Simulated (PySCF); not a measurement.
# Unknown compound

An unknown has the formula C2H3ClF2. Its calculated NMR data are:

¹H NMR (300 MHz, computed): δ 2.09 (m, 3H).

¹³C{¹H} NMR (computed): δ 141.2, 32.4.

Computed data (PySCF): GIAO PBE0/pcSseg-1 shieldings, coordinates at the GFN2-xTB level. One conformer, non-relativistic, averaged over atoms made equivalent by symmetry, fast rotation or ring inversion, no solvent model.

Scale: TMS for ¹H (31.72 ppm), ¹³C (186.93 ppm) (reference shieldings calculated alike).

Task: What is the structure?

Result: 
1. The formula gives 0 degrees of unsaturation.
2. 2 carbon signals for 2 carbons: no two carbons are equivalent.
3. Carbon types of the structure: 1 × C, 1 × CH3, which accounts for all hydrogens.
4. δC 141.2: fully substituted sp3 carbon bonded to Cl and 2 F; 3 electronegative neighbours deshield it.
5. δC 32.4: methyl carbon; saturated and bonded to C and H only.
6. δH 2.09: hydrogen on a methyl carbon.

The compound is 1-chloro-1,1-difluoroethane (SMILES CC(F)(F)Cl).

This is the structure that produced the data.

Carbons that carry Cl, above all several Cl atoms, come out too deshielded, partly because spin–orbit coupling is missing. Splittings by ¹⁹F in the carbon and heteronuclear signals aren't shown, as no couplings were computed. Shifts are as computed. Against solution values, carbons near 30 ppm lie about +3 ppm off and those near 130 ppm about +5 ppm; carbons on Cl a further +6 ppm (rms about the fit 2.1 ppm; single classes can miss by 10 ppm). Of 1328 compounds with measured shifts, 309 miss one by over three times the rms of a fit or turn the order of signals round; such compounds aren't used in these exercises. Signals without a measured value on file couldn't be tested in this way; 1H shifts scatter by 0.2 ppm about their fit, and single ones miss by 0.5 ppm.
